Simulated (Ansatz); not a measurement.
## How far each method lies from full CI for [H···H···CH$_{2}$], triplet

All five atoms lie in one plane.

Geometry: a point of a hydrogen-transfer path between rigid fragments, not a stationary point.

```xyz
5

H    -2.1702    0.0000    0.0000
H    -1.2032    0.0000    0.0000
C     0.1828    0.0000    0.0000
H     0.5973    0.0000    0.9962
H     0.5973    0.0000   -0.9962
```

Basis cc-pVDZ; Ansatz 0.2.0. Only valence electrons are correlated (noble-gas cores frozen), which leaves 8 electrons in 33 orbitals. R marks a restricted (for open shells ROHF) determinant, U an unrestricted one. Active spaces: valence = (8e, 8o) chosen from the atoms' valence shells.

Full CI is exact within this basis and frozen core; it isn't the basis-set limit. The frozen core follows each run's orbitals, which can shift R against U totals by a few meV.

The UHF ⟨S²⟩ is 2.058 and the T1 diagnostic (RCCSD) is 0.0289. The largest doubles amplitude (RCCSD) is 0.063. The T1 diagnostic (UCCSD) is 0.0164.

Task: From what is known of these methods and the diagnostics, rank them by the size of their error in total energy against full CI in cc-pVDZ, smallest first (an estimate: the text doesn't fix the numbers).
A. RMP2
B. RCCSD(T)
C. UCCSD
D. CASSCF (valence space)
E. UCCSDTQ

Result: E (0.02 kcal/mol), B (0.44 kcal/mol), C (2.36 kcal/mol), A (19.85 kcal/mol), D (66.82 kcal/mol).

All errors are against full CI in cc-pVDZ. Below it: UCCSDTQ. Within each family the higher level lies nearer, as is usual though not guaranteed.

The full-CI state has the irrep B1 of C2v, in the program's axes.

Natural occupations of full CI about the gap: 1.965 1.958 1.946 0.995 0.990 0.036 0.026 0.021 0.009 0.008; effectively unpaired electrons, Σ n²(2−n)², 2.03.
